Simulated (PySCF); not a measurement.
## Potential energy of LiSi⁺ along the bond

Set-up: basis Li 3-21G, Si 3-21G; no relativity; PySCF 2.14. Energies in eV from Li⁺ + Si in their ground configurations at the same level. All curves are PBE0. state 1: ³Π (triplet), unpaired electrons σ ↑, π ↑; state 2: Ms = 0 determinant of mixed spin (⟨S²⟩ near 1.0), unpaired electrons σ ↑, π ↓, a second solution, started from another occupation; state 3: ¹Σ⁺ (singlet), closed shell, a second solution, started from another occupation; state 4: triplet, unpaired electrons π ↑↑, a second solution, started from another occupation.

| R (Å) | state 1 | state 2 | state 3 | state 4 |
| --- | --- | --- | --- | --- |
| 2.454 | -0.6052 | -0.2419 | -0.0855 | 0.2587 |
| 2.568 | -0.6939 | -0.3393 | -0.2065 | 0.1867 |
| 2.682 | -0.7430 | -0.3966 | -0.2702 | 0.1400 |
| 2.767 | -0.7605 | -0.4197 | -0.2893 | 0.1168 |
| 2.853 | -0.7652 | -0.4295 | -0.2895 | 0.1008 |
| 2.939 | -0.7601 | -0.4289 | -0.2748 | 0.0903 |
| 3.053 | -0.7416 | -0.4156 | -0.2376 | 0.0820 |
| 3.195 | -0.7055 | -0.3844 | -0.1713 | 0.0774 |
| 3.366 | -0.6508 | -0.3334 | -0.0744 | 0.0760 |
| 3.595 | -0.5694 | -0.2540 | 0.0673 | 0.0760 |

Put a parabola through the three lowest points of the state 1 curve and estimate Re, k and ωe (reduced mass 5.609 u; 1 eV/Å² = 0.16022 mdyn/Å; ωe = 1302.8·√(k/μ) cm⁻¹).

Through R = 2.767, 2.853, 2.939 Å the second-order coefficient is 0.663 eV/Å², so Re ≈ 2.851 Å, k ≈ 0.212 mdyn/Å and ωe ≈ 253 cm⁻¹. A polynomial fit of higher order to the unrounded PBE0 energies gives Re = 2.848 Å, k = 0.219 mdyn/Å, ωe = 257 cm⁻¹; anharmonicity and rounding make the difference.

The higher-order fit for each curve: state 1: Re = 2.848 Å, ωe = 257 cm⁻¹, De = 0.77 eV; state 2: Re = 2.889 Å, ωe = 250 cm⁻¹, minimum 0.430 eV below the ground-state fragments; state 3: Re = 2.810 Å, ωe = 333 cm⁻¹, minimum 0.292 eV below the ground-state fragments. State 4 gave no clean fit.

For an ion De counts to the pair picked by the measured ionisation energies or electron affinities, which need not be the lowest pair at this level. 3-21G is very small, so such numbers show the basis as much as the molecule. The state is the lowest determinant that a PBE0 search found; another state may lie lower at other levels.
